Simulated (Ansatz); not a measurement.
**C₂H₃Al: one structure at several levels**

One table from this session's results is given with a row withheld; the runs are named, their logs left out.

Computed with Ansatz 0.2.0, Gaussian basis. Level: single points in def2-TZVPP.

Cores are frozen in the correlated methods. B3LYP uses VWN-RPA correlation.

### The starting structure

SMILES `C#[C][AlH2]`, 6 atoms, charge 0, spin multiplicity 1.

Atoms are counted from 1 here; the program's logs count them from 0.

Bond lengths: C1–C2 1.128 Å, C1–H4 1.228 Å, C2–Al3 1.825 Å, Al3–H5 1.589 Å, Al3–H6 1.730 Å. Angles: C2–C1–H4 168.5°, C1–C2–Al3 168.4°, C2–Al3–H5 128.9°, C2–Al3–H6 113.0°, H5–Al3–H6 118.0°.

As a file:

```
C    -0.6588   -1.5398   -0.3502
C    -0.2955   -0.4977   -0.1187
Al    0.6211    1.0561    0.1578
H    -1.2400   -2.6168   -0.4526
H     1.5398    1.8673   -0.8540
H     0.3489    1.7306    1.7275
```

The first run:

File run/in.yaml:

```yaml
crystal:
  periodic: [false, false, false]
  atoms:
    - {symbol: C, position_ang: [-0.658800, -1.539800, -0.350200]}
    - {symbol: C, position_ang: [-0.295500, -0.497700, -0.118700]}
    - {symbol: Al, position_ang: [0.621100, 1.056100, 0.157800]}
    - {symbol: H, position_ang: [-1.240000, -2.616800, -0.452600]}
    - {symbol: H, position_ang: [1.539800, 1.867300, -0.854000]}
    - {symbol: H, position_ang: [0.348900, 1.730600, 1.727500]}
basis:
  gaussian: {orbitals: def2-TZVPP}
correlation: {method: ccsd_t}
output: {forces: true}
```

The command line of these runs was not kept.

Steps of the session up to this table: CCSD(T)/def2-TZVPP; PBE0-D4/def2-TZVPP; wB97M-V/def2-TZVPP; r2SCAN-D4/def2-TZVPP; PBE-D4/def2-TZVPP; B3LYP-D4/def2-TZVPP; r2SCANh-D4/def2-TZVPP.

One of the session's tables, all rows but one given; the rest of the session is left out.

```
    method  RMS force component (eV/Å)  angle to CCSD(T) forces (°)  dipole (D)
   CCSD(T)                       4.776                    reference        1.55
   PBE0-D4                       4.413                          1.6        1.56
   wB97M-V                       4.335                          2.3        1.59
 r2SCAN-D4                       4.500                          1.1        1.62
    PBE-D4                       4.638                          1.1        1.53
  B3LYP-D4                           ?                            ?           ?
r2SCANh-D4                       4.429                          1.7        1.62
```

Q: Estimate the row for B3LYP-D4 from the others.

As computed: RMS force component (eV/Å): 4.367; angle to CCSD(T) forces (°): 1.9; dipole (D): 1.56. In the column «RMS force component (eV/Å)» it lies between wB97M-V (4.335) and PBE0-D4 (4.413).
